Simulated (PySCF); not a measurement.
# PH: one state, many levels of theory

State: ³Σ⁻ (triplet), unpaired electrons π ↑↑. Set-up: PySCF, no relativity, basis sets P pcseg-2, H pcseg-2. De refers to P + H in their high-spin ground configurations, without counterpoise correction. The functionals are run spin-unrestricted. A positive dipole means P(−)H(+).

```tsv
Level	Re (Å)	ωe (cm⁻¹)	De (eV)	μ (D)
UHF	1.411	2495	2.23	0.67
UHF-MP2	1.414	2451	2.89	n/a
UHF-SCS-MP2	1.416	2437	3.01	n/a
UHF-CCSD	1.420	2397	3.05	n/a
UHF-CCSD(T)	1.422	2380	3.08	n/a
PBE	1.442	2279	3.22	0.58
TPSS	1.431	2337	3.39	0.61
r²SCAN	1.428	2357	3.25	0.66
PBE0	1.429	2367	3.19	0.63
r²SCAN0	1.420	2411	3.22	0.67
B2PLYP	1.422	2386	3.21	0.60
```

Q: Which functional lies closest to UHF-CCSD(T) in De, which farthest, and by how much do they differ from it?

A: Closest is PBE0 (+0.7 pm in Re, -0.5 % in ωe, +0.11 eV in De against UHF-CCSD(T) in the same basis), farthest TPSS (+0.9 pm in Re, -1.8 % in ωe, +0.31 eV in De). CCSD(T) converges more slowly with the basis than the functionals do and binds too weakly in this one, so the order can change at the basis-set limit.

Q: What does a quarter of exact exchange do here, going from PBE to PBE0?

A: PBE0 less PBE: -1.3 pm in Re, +3.9 % in ωe, -0.03 eV in De. Exact exchange removes part of the self-interaction that spreads semilocal densities, and in most molecules shortens and stiffens the bond and lowers De; so it does here.

Q: What does the step from GGA to meta-GGA do here, going from PBE to r²SCAN?

A: r²SCAN less PBE: -1.4 pm in Re, +3.4 % in ωe, +0.03 eV in De. 

Correlated steps freeze 5 core orbitals. B2PLYP dipoles, levels and charges come from its SCF part alone. The state is the lowest determinant that a PBE0 search found; another state may lie lower at other levels.
